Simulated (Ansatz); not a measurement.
## Molecular dynamics of AlFH6Si

Input file:

```yaml
crystal:
  periodic: [false, false, false]
  atoms:
    - { symbol: Al, position_ang: [0.04412, -0.221995, -0.060199] }
    - { symbol: F, position_ang: [-0.223331, 0.2495, 1.760328] }
    - { symbol: H, position_ang: [1.482811, 0.31129, -0.507061] }
    - { symbol: H, position_ang: [-1.321071, 0.046367, -0.846473] }
    - { symbol: Si, position_ang: [0.152565, -2.606622, 0.893544] }
    - { symbol: H, position_ang: [-0.922789, -3.420328, 0.232245] }
    - { symbol: H, position_ang: [1.499448, -3.188759, 0.5736] }
    - { symbol: H, position_ang: [-0.033425, -2.860456, 2.378661] }
    - { symbol: H, position_ang: [-0.126524, -0.825698, 1.775555] }
basis:
  gaussian: { orbitals: "6-31G*" }
hamiltonian:
  xc: lda
md:
  timestep: 0.5
  n_steps: 200
  ensemble: nve
  temperature: 300.0
  initial_velocities: maxwell_boltzmann
  seed: 11796
```

Command:

```bash
$ ansatz run input.yaml --threads 1 --pin off --max-ram 2048MiB --backend cpu --events-out ev --progress --plain --runs-dir out
```

It starts at the highest image of a converged band, a first-order saddle point between two minima.

Output, in part (one step line in 3, the closing report, with atoms numbered from 0):

```
md step     0: t =     0.00 fs  T =   300.0 K  F+E_penalty+E_count = -17208.00074029 eV  E_kin = 0.271446 eV  conserved = -17207.72929429 eV  (25 SCF iters)
md step     3: t =     1.50 fs  T =   266.5 K  F+E_penalty+E_count = -17207.97011888 eV  E_kin = 0.241093 eV  conserved = -17207.72902587 eV  (28 SCF iters)
md step     6: t =     3.00 fs  T =   202.1 K  F+E_penalty+E_count = -17207.91144539 eV  E_kin = 0.182858 eV  conserved = -17207.72858715 eV  (27 SCF iters)
md step     9: t =     4.50 fs  T =   169.3 K  F+E_penalty+E_count = -17207.88160755 eV  E_kin = 0.153144 eV  conserved = -17207.72846393 eV  (27 SCF iters)
md step    12: t =     6.00 fs  T =   186.5 K  F+E_penalty+E_count = -17207.89748040 eV  E_kin = 0.168743 eV  conserved = -17207.72873765 eV  (26 SCF iters)
md step    15: t =     7.50 fs  T =   215.0 K  F+E_penalty+E_count = -17207.92363229 eV  E_kin = 0.194560 eV  conserved = -17207.72907254 eV  (26 SCF iters)
md step    18: t =     9.00 fs  T =   206.9 K  F+E_penalty+E_count = -17207.91624054 eV  E_kin = 0.187170 eV  conserved = -17207.72907069 eV  (25 SCF iters)
md step    21: t =    10.50 fs  T =   163.7 K  F+E_penalty+E_count = -17207.87680729 eV  E_kin = 0.148163 eV  conserved = -17207.72864475 eV  (26 SCF iters)
md step    24: t =    12.00 fs  T =   145.5 K  F+E_penalty+E_count = -17207.85996669 eV  E_kin = 0.131652 eV  conserved = -17207.72831461 eV  (27 SCF iters)
md step    27: t =    13.50 fs  T =   197.4 K  F+E_penalty+E_count = -17207.90712578 eV  E_kin = 0.178611 eV  conserved = -17207.72851526 eV  (27 SCF iters)
md step    30: t =    15.00 fs  T =   294.2 K  F+E_penalty+E_count = -17207.99501285 eV  E_kin = 0.266174 eV  conserved = -17207.72883854 eV  (27 SCF iters)
md step    33: t =    16.50 fs  T =   390.0 K  F+E_penalty+E_count = -17208.08182208 eV  E_kin = 0.352908 eV  conserved = -17207.72891391 eV  (27 SCF iters)
md step    36: t =    18.00 fs  T =   472.3 K  F+E_penalty+E_count = -17208.15623190 eV  E_kin = 0.427335 eV  conserved = -17207.72889699 eV  (27 SCF iters)
md step    39: t =    19.50 fs  T =   547.7 K  F+E_penalty+E_count = -17208.22447025 eV  E_kin = 0.495537 eV  conserved = -17207.72893297 eV  (27 SCF iters)
md step    42: t =    21.00 fs  T =   623.7 K  F+E_penalty+E_count = -17208.29313071 eV  E_kin = 0.564318 eV  conserved = -17207.72881226 eV  (26 SCF iters)
md step    45: t =    22.50 fs  T =   726.0 K  F+E_penalty+E_count = -17208.38555811 eV  E_kin = 0.656903 eV  conserved = -17207.72865561 eV  (24 SCF iters)
md step    48: t =    24.00 fs  T =   868.1 K  F+E_penalty+E_count = -17208.51472512 eV  E_kin = 0.785492 eV  conserved = -17207.72923338 eV  (24 SCF iters)
md step    51: t =    25.50 fs  T =   976.4 K  F+E_penalty+E_count = -17208.61315100 eV  E_kin = 0.883503 eV  conserved = -17207.72964787 eV  (24 SCF iters)
md step    54: t =    27.00 fs  T =  1002.9 K  F+E_penalty+E_count = -17208.63660791 eV  E_kin = 0.907482 eV  conserved = -17207.72912610 eV  (24 SCF iters)
md step    57: t =    28.50 fs  T =  1012.8 K  F+E_penalty+E_count = -17208.64530670 eV  E_kin = 0.916430 eV  conserved = -17207.72887667 eV  (24 SCF iters)
md step    60: t =    30.00 fs  T =  1044.6 K  F+E_penalty+E_count = -17208.67441299 eV  E_kin = 0.945199 eV  conserved = -17207.72921371 eV  (24 SCF iters)
md step    63: t =    31.50 fs  T =  1058.1 K  F+E_penalty+E_count = -17208.68680989 eV  E_kin = 0.957373 eV  conserved = -17207.72943707 eV  (26 SCF iters)
md step    66: t =    33.00 fs  T =  1019.4 K  F+E_penalty+E_count = -17208.65165063 eV  E_kin = 0.922381 eV  conserved = -17207.72926998 eV  (26 SCF iters)
md step    69: t =    34.50 fs  T =   947.4 K  F+E_penalty+E_count = -17208.58613804 eV  E_kin = 0.857239 eV  conserved = -17207.72889863 eV  (26 SCF iters)
md step    72: t =    36.00 fs  T =   892.4 K  F+E_penalty+E_count = -17208.53606119 eV  E_kin = 0.807442 eV  conserved = -17207.72861875 eV  (25 SCF iters)
md step    75: t =    37.50 fs  T =   893.5 K  F+E_penalty+E_count = -17208.53705925 eV  E_kin = 0.808443 eV  conserved = -17207.72861599 eV  (25 SCF iters)
md step    78: t =    39.00 fs  T =   952.7 K  F+E_penalty+E_count = -17208.59077379 eV  E_kin = 0.862021 eV  conserved = -17207.72875325 eV  (24 SCF iters)
md step    81: t =    40.50 fs  T =  1051.7 K  F+E_penalty+E_count = -17208.68035788 eV  E_kin = 0.951562 eV  conserved = -17207.72879627 eV  (24 SCF iters)
md step    84: t =    42.00 fs  T =  1180.7 K  F+E_penalty+E_count = -17208.79715017 eV  E_kin = 1.068286 eV  conserved = -17207.72886369 eV  (24 SCF iters)
md step    87: t =    43.50 fs  T =  1323.7 K  F+E_penalty+E_count = -17208.92692656 eV  E_kin = 1.197704 eV  conserved = -17207.72922253 eV  (24 SCF iters)
md step    90: t =    45.00 fs  T =  1430.0 K  F+E_penalty+E_count = -17209.02350755 eV  E_kin = 1.293913 eV  conserved = -17207.72959479 eV  (24 SCF iters)
md step    93: t =    46.50 fs  T =  1451.1 K  F+E_penalty+E_count = -17209.04252875 eV  E_kin = 1.312964 eV  conserved = -17207.72956496 eV  (25 SCF iters)
md step    96: t =    48.00 fs  T =  1393.6 K  F+E_penalty+E_count = -17208.99014630 eV  E_kin = 1.260916 eV  conserved = -17207.72922983 eV  (25 SCF iters)
md step    99: t =    49.50 fs  T =  1308.4 K  F+E_penalty+E_count = -17208.91273550 eV  E_kin = 1.183839 eV  conserved = -17207.72889642 eV  (25 SCF iters)
md step   102: t =    51.00 fs  T =  1245.6 K  F+E_penalty+E_count = -17208.85582251 eV  E_kin = 1.127025 eV  conserved = -17207.72879726 eV  (25 SCF iters)
md step   105: t =    52.50 fs  T =  1217.1 K  F+E_penalty+E_count = -17208.83033367 eV  E_kin = 1.101284 eV  conserved = -17207.72904968 eV  (25 SCF iters)
md step   108: t =    54.00 fs  T =  1183.7 K  F+E_penalty+E_count = -17208.80043102 eV  E_kin = 1.071037 eV  conserved = -17207.72939439 eV  (25 SCF iters)
md step   111: t =    55.50 fs  T =  1097.7 K  F+E_penalty+E_count = -17208.72247187 eV  E_kin = 0.993243 eV  conserved = -17207.72922894 eV  (25 SCF iters)
md step   114: t =    57.00 fs  T =   985.5 K  F+E_penalty+E_count = -17208.62024415 eV  E_kin = 0.891734 eV  conserved = -17207.72851010 eV  (25 SCF iters)
md step   117: t =    58.50 fs  T =   944.5 K  F+E_penalty+E_count = -17208.58282676 eV  E_kin = 0.854578 eV  conserved = -17207.72824920 eV  (24 SCF iters)
md step   120: t =    60.00 fs  T =  1010.7 K  F+E_penalty+E_count = -17208.64325654 eV  E_kin = 0.914468 eV  conserved = -17207.72878877 eV  (25 SCF iters)
md step   123: t =    61.50 fs  T =  1113.9 K  F+E_penalty+E_count = -17208.73709447 eV  E_kin = 1.007896 eV  conserved = -17207.72919849 eV  (25 SCF iters)
md step   126: t =    63.00 fs  T =  1192.8 K  F+E_penalty+E_count = -17208.80833986 eV  E_kin = 1.079234 eV  conserved = -17207.72910613 eV  (26 SCF iters)
md step   129: t =    64.50 fs  T =  1254.2 K  F+E_penalty+E_count = -17208.86369572 eV  E_kin = 1.134830 eV  conserved = -17207.72886601 eV  (25 SCF iters)
md step   132: t =    66.00 fs  T =  1330.4 K  F+E_penalty+E_count = -17208.93265484 eV  E_kin = 1.203806 eV  conserved = -17207.72884843 eV  (26 SCF iters)
md step   135: t =    67.50 fs  T =  1423.3 K  F+E_penalty+E_count = -17209.01698987 eV  E_kin = 1.287791 eV  conserved = -17207.72919902 eV  (26 SCF iters)
md step   138: t =    69.00 fs  T =  1483.8 K  F+E_penalty+E_count = -17209.07226720 eV  E_kin = 1.342596 eV  conserved = -17207.72967138 eV  (26 SCF iters)
md step   141: t =    70.50 fs  T =  1451.2 K  F+E_penalty+E_count = -17209.04279428 eV  E_kin = 1.313105 eV  conserved = -17207.72968924 eV  (25 SCF iters)
md step   144: t =    72.00 fs  T =  1331.4 K  F+E_penalty+E_count = -17208.93372661 eV  E_kin = 1.204661 eV  conserved = -17207.72906577 eV  (25 SCF iters)
md step   147: t =    73.50 fs  T =  1213.6 K  F+E_penalty+E_count = -17208.82665399 eV  E_kin = 1.098059 eV  conserved = -17207.72859505 eV  (25 SCF iters)
md step   150: t =    75.00 fs  T =  1163.6 K  F+E_penalty+E_count = -17208.78165043 eV  E_kin = 1.052843 eV  conserved = -17207.72880748 eV  (25 SCF iters)
md step   153: t =    76.50 fs  T =  1154.7 K  F+E_penalty+E_count = -17208.77393556 eV  E_kin = 1.044824 eV  conserved = -17207.72911188 eV  (25 SCF iters)
md step   156: t =    78.00 fs  T =  1140.7 K  F+E_penalty+E_count = -17208.76115798 eV  E_kin = 1.032093 eV  conserved = -17207.72906529 eV  (26 SCF iters)
md step   159: t =    79.50 fs  T =  1123.0 K  F+E_penalty+E_count = -17208.74492451 eV  E_kin = 1.016153 eV  conserved = -17207.72877183 eV  (25 SCF iters)
md step   162: t =    81.00 fs  T =  1141.3 K  F+E_penalty+E_count = -17208.76121136 eV  E_kin = 1.032640 eV  conserved = -17207.72857103 eV  (25 SCF iters)
md step   165: t =    82.50 fs  T =  1221.5 K  F+E_penalty+E_count = -17208.83404642 eV  E_kin = 1.105260 eV  conserved = -17207.72878636 eV  (25 SCF iters)
md step   168: t =    84.00 fs  T =  1332.3 K  F+E_penalty+E_count = -17208.93476828 eV  E_kin = 1.205475 eV  conserved = -17207.72929308 eV  (25 SCF iters)
md step   171: t =    85.50 fs  T =  1403.3 K  F+E_penalty+E_count = -17208.99929337 eV  E_kin = 1.269745 eV  conserved = -17207.72954805 eV  (25 SCF iters)
md step   174: t =    87.00 fs  T =  1399.2 K  F+E_penalty+E_count = -17208.99529858 eV  E_kin = 1.266005 eV  conserved = -17207.72929357 eV  (25 SCF iters)
md step   177: t =    88.50 fs  T =  1351.2 K  F+E_penalty+E_count = -17208.95160463 eV  E_kin = 1.222587 eV  conserved = -17207.72901757 eV  (24 SCF iters)
md step   180: t =    90.00 fs  T =  1294.1 K  F+E_penalty+E_count = -17208.90013053 eV  E_kin = 1.170968 eV  conserved = -17207.72916291 eV  (25 SCF iters)
md step   183: t =    91.50 fs  T =  1212.1 K  F+E_penalty+E_count = -17208.82607840 eV  E_kin = 1.096766 eV  conserved = -17207.72931250 eV  (25 SCF iters)
md step   186: t =    93.00 fs  T =  1087.8 K  F+E_penalty+E_count = -17208.71332995 eV  E_kin = 0.984223 eV  conserved = -17207.72910712 eV  (25 SCF iters)
md step   189: t =    94.50 fs  T =   949.5 K  F+E_penalty+E_count = -17208.58785762 eV  E_kin = 0.859098 eV  conserved = -17207.72875985 eV  (25 SCF iters)
md step   192: t =    96.00 fs  T =   847.1 K  F+E_penalty+E_count = -17208.49497245 eV  E_kin = 0.766445 eV  conserved = -17207.72852755 eV  (25 SCF iters)
md step   195: t =    97.50 fs  T =   812.7 K  F+E_penalty+E_count = -17208.46391263 eV  E_kin = 0.735335 eV  conserved = -17207.72857792 eV  (25 SCF iters)
md step   198: t =    99.00 fs  T =   835.6 K  F+E_penalty+E_count = -17208.48499902 eV  E_kin = 0.756080 eV  conserved = -17207.72891930 eV  (26 SCF iters)
md step   200: t =   100.00 fs  T =   858.8 K  F+E_penalty+E_count = -17208.50619088 eV  E_kin = 0.777074 eV  conserved = -17207.72911667 eV  (24 SCF iters)
Total energy: -17208.50624073 eV, -632.4009400022 hartree
Atom 0 at     0.119026     0.385516    -0.018465 Å, force    -0.273208    -0.347612     1.635549 eV/Å
Atom 1 at    -0.194982     0.954107     1.562042 Å, force     0.113443    -0.277104    -1.424429 eV/Å
Atom 2 at     1.706766     0.314562    -0.306358 Å, force    -0.270360     0.103781    -0.236830 eV/Å
Atom 3 at    -1.134677    -0.340964    -0.785123 Å, force     0.379384     0.453270     0.058164 eV/Å
Atom 4 at     0.033971    -3.535085     0.989502 Å, force     1.587744     1.080497     1.166858 eV/Å
Atom 5 at     1.255991    -3.679946     0.112677 Å, force    -0.503849    -0.387779    -0.241119 eV/Å
Atom 6 at    -0.653129    -2.239357     0.691435 Å, force    -0.648704    -0.265436    -0.499042 eV/Å
Atom 7 at     0.754329    -2.948280     2.190748 Å, force     0.031658    -0.192150     0.061130 eV/Å
Atom 8 at    -0.585914    -4.716307     1.649686 Å, force    -0.416107    -0.167467    -0.520280 eV/Å
Dipole moment:    -0.067948    -0.168974    -0.403722 e Å
```

The run went to its last step. The conserved energy stayed within 0.12 meV per atom of its start (net change 0.02 meV per atom), so the integration is sound. The kinetic energy rose, since the run started high on the potential surface and went downhill. It ends in pieces (AlFH2 + H4Si), so much of that is their flight and rotation, not heat. A run of 0.1 ps of so small a system gives no equilibrium averages. The orbitals stay closed-shell, which can raise the energy where a bond breaks towards radicals; this wasn't checked here.

Between its relaxed ends the band would form Al1–Si5, F2–H9 and break Si5–H9. These pairs go: Al1–Si5 2.57 → 4.05 Å, F2–H9 1.08 → 5.68 Å, Si5–H9 2.01 → 1.49 Å. In the last frame they stand as before the step (other bonds may differ from the relaxed reactants and products). It ends as AlFH2 + H4Si. Pairs count as bonded within 1.25 times the sum of covalent radii (0.12 Å more for H–H).

Last frame:

```xyz
9
Properties=species:S:1:pos:R:3
Al 0.119 0.386 -0.018
F -0.195 0.954 1.562
H 1.707 0.315 -0.306
H -1.135 -0.341 -0.785
Si 0.034 -3.535 0.990
H 1.256 -3.680 0.113
H -0.653 -2.239 0.691
H 0.754 -2.948 2.191
H -0.586 -4.716 1.650
```

The run took 3.6 min on 1 thread of Arm Neoverse V2, on a shared host, peak memory 0.11 GiB.
